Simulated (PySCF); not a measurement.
Species: C₂HF₂ (doublet state).
Bonds: C1–C2 (double), C2–F3, C2–F4. Hydrogens: H5 on C1.

Identity: `[CH]=C(F)F` [radical].

Method used: UKS B3LYP, pcH-1 on C F H, non-relativistic, mean-field spin-orbit, GIAO in PySCF. Geometry: GFN2-xTB; no solvent, vibrations or thermal averaging. A GFN2-xTB geometry isn't a minimum of the functional, and hyperfine couplings can be far from their values at a DFT geometry.

(1) Where do the isotropic ENDOR lines of F3, F4 and H5 fall at 343.0 mT, to first order?

(2) Which pairs are centred on the nuclear Larmor frequency, and which on half the coupling?

(3) At what field would the lower line of H5 fall to zero frequency?

Answers

(1) ν± = |νn ± a/2|, one line for each electron-spin manifold; νn = |g_N| × 7.62259 MHz/T × B.

```tsv
nuclei	isotope	g_N	νn (MHz)	a_iso (MHz)	lower line (MHz)	upper line (MHz)
F3	19F	5.2577	13.75	174.60	73.55	101.04
F4	19F	5.2577	13.75	67.90	20.21	47.70
H5	1H	5.5857	14.60	-17.43	5.89	23.32
```

(2) Centred on νn, since |a| < 2νn: H5. Centred on |a|/2 and split by 2νn: F3 and F4.

(3) Where νn = |a|/2, that is B = 8.71 MHz/(5.5857 × 7.62259 MHz/T) = 205 mT, as far as first order holds there.
